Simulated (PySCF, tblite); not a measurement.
# A complex of water and 2 × ammonia

A gas-phase complex of water and 2 × ammonia; neutral, singlet. The structure comes from a short search (6 tight-binding starts) and was relaxed by PBE0-D3(BJ)/def2-TZVPD; another way of binding may lie lower. No frequency run checks that it is a minimum.

Parts: 1 = water (O), atoms 1–3; 2 = ammonia (N), atoms 4–7; 3 = ammonia (N), atoms 8–11.

Coordinates in Å:
```
O1     -0.709    0.081    0.797
H2     -1.235    0.369    1.578
H3      0.184   -0.058    1.118
N4     -2.428    2.422   -0.211
H5     -2.006    3.307   -0.466
H6     -1.689    1.719   -0.207
H7     -3.073    2.178   -0.953
N8     -2.515    1.221    2.624
H9     -2.773    1.820    1.836
H10    -3.329    0.681    2.891
H11    -2.276    1.816    3.407
```

| contact | kind (by geometry) | distance (Å) | angle (°) |
| --- | --- | --- | --- |
| H2···N8 | hydrogen bond | 1.860 | 161 |
| H9···N4 | hydrogen bond | 2.162 | 148 |
| H6···O1 | hydrogen bond | 2.157 | 149 |

Interaction energies are complex less parts, with the parts frozen as they stand in it; counterpoise-corrected, in kcal/mol (PySCF).

(1) Give the interaction energy at each level run.

(2) What holds them together? Decompose the wB97M-D3(BJ)/def2-TZVPD energy: frozen parts, their antisymmetrised product, then relaxation.

(3) Are the pair energies additive?

The parts were also relaxed and run alone, at the levels used for the complex: shieldings by PBE0/pcSseg-2; core levels by delta-SCF with SCAN, pcX-2 on the ionised atom and pcseg-1 elsewhere, spin-free X2C.

Values alone: O1–H2 bond (Å): 0.960; shielding of H2 (ppm): 30.89; shielding of N8 (ppm): 263.7; shielding of H9 (ppm): 31.61; shielding of N4 (ppm): 263.7; O1 1s core level (eV): 539.76; N4 1s core level (eV): 405.54; N8 1s core level (eV): 405.54.

(4) What does binding change?

## Answers

(1) 
```csv
level,interaction,superposition error removed
wB97M-D3(BJ)/def2-TZVPD,-14.10,-0.42
PBE0-D3(BJ)/def2-TZVPD,-15.21,-0.37
RI-MP2/def2-TZVPD,-12.80,-1.56
```

(2) electrostatic -26.1, Pauli repulsion +25.7, orbital relaxation -11.8, dispersion correction -2.4 kcal/mol, which sum to the value before the counterpoise correction; the Pauli term holds the exchange-correlation of the frozen density too. Of the attraction, 65 % is electrostatic, 29 % is orbital relaxation, 6 % is dispersion correction.

(3) The pairs sum to -12.22 kcal/mol (1–2 -2.9, 1–3 -6.3, 2–3 -3.0); the rest of -1.88 is a many-body strengthening.

(4) 
| property | alone | in the complex | change |
| --- | --- | --- | --- |
| O1–H2 bond (Å) | 0.960 | 0.985 | +0.024 |
| shielding of H2 (ppm) | 30.89 | 24.35 | -6.53 |
| shielding of N8 (ppm) | 263.7 | 248.3 | -15.3 |
| shielding of H9 (ppm) | 31.61 | 27.37 | -4.24 |
| shielding of N4 (ppm) | 263.7 | 254.8 | -8.8 |
| O1 1s core level (eV) | 539.76 | 538.03 | -1.73 |
| N4 1s core level (eV) | 405.54 | 405.03 | -0.51 |
| N8 1s core level (eV) | 405.54 | 405.12 | -0.42 |
